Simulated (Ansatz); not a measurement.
# AlNH3 (doublet): the correlation ladder at a displaced geometry (v1), cc-pVDZ

One table from this session's results is given with a row withheld; the runs are named, their logs left out.

Method: cc-pVDZ, core rule «outside noble gas», up to 6 orbitals frozen; program: Ansatz 0.2.0, Gaussian basis.

To be run: UHF; CCSD(T) on ROHF; CCSD(T) on UHF; BCCD(T) on ROHF; CISD; CCSDT(Q) on ROHF; CCSDT(Q) on UHF.

24 further runs of the same task are left out: 3 for a known fault of the program, 11 that didn't finish, 10 set aside as unsound or not needed.

## The system

The geometry is a PBE0/def2-TZVP stationary point (not a proven minimum) with its atoms shifted at random (size 0.040 Å).

5 atoms, charge 0, spin multiplicity 2.

Atoms are counted from 1 here; the program's logs count them from 0.

Bond lengths: Al1–N2 1.783 Å, Al1–H3 1.614 Å, N2–H4 1.014 Å, N2–H5 1.046 Å. Angles: N2–Al1–H3 113.9°, Al1–N2–H4 124.5°, Al1–N2–H5 128.9°, H4–N2–H5 106.0°.

Geometry (Å):

```xyz
5
AlH3N
Al    0.0027   -0.0993    0.6558
N     0.0019    0.0761   -1.1188
H     0.0498    1.3043    1.4520
H    -0.0529    0.9621   -1.6082
H    -0.0953   -0.6644   -1.8517
```

Set-up of the first run:

Input file in.yaml:

```yaml
crystal:
  periodic: [false, false, false]
  atoms:
    - {symbol: Al, position_ang: [0.002705, -0.099331, 0.655816]}
    - {symbol: N, position_ang: [0.001872, 0.076063, -1.118829]}
    - {symbol: H, position_ang: [0.049836, 1.304316, 1.452041]}
    - {symbol: H, position_ang: [-0.052941, 0.962109, -1.608235]}
    - {symbol: H, position_ang: [-0.095325, -0.664444, -1.851673]}
basis:
  gaussian: {orbitals: cc-pVDZ}
magnetization: {spin_polarized: true, initial_magnetization: 1}
hamiltonian: {xc: hf}
output: {orbitals: {seedname: orbitals}}
```

Launch:

```
$ ansatz run in.yaml --threads 1 --pin off --events-out ev --progress --plain --max-ram 2393MiB
```

Steps of the session up to this table: UHF; CCSD(T) on ROHF; CCSD(T) on UHF; BCCD(T) on ROHF; CISD; CCSDT(Q) on ROHF; CCSDT(Q) on UHF.

One of the session's tables, all rows but one given; the rest of the session is left out.

```
   method  from UCCSDT(Q) (meV)
     ROHF               +7029.3
      UHF               +7002.4
     RMP2                +829.4
     UMP2                +820.1
     CISD                     ?
    RCCSD                +208.2
    UCCSD                +207.4
 RCCSD(T)                 +35.7
 UCCSD(T)                 +35.2
  BCCD(T)                 +35.3
   RCCSDT                 +17.1
   UCCSDT                 +16.8
RCCSDT(Q)                  +1.6
UCCSDT(Q)                     0
```

**Question.** Estimate the row for CISD.

**Answer.** from UCCSDT(Q) (meV): +689.3. In the column «from UCCSDT(Q) (meV)» it lies between RCCSD (+208.2) and UMP2 (+820.1).

Limits of these values: Restricted and unrestricted rows rest on different reference determinants; where their highest levels disagree by more than a few hundredths of an eV, they describe different states and don't form one ladder.
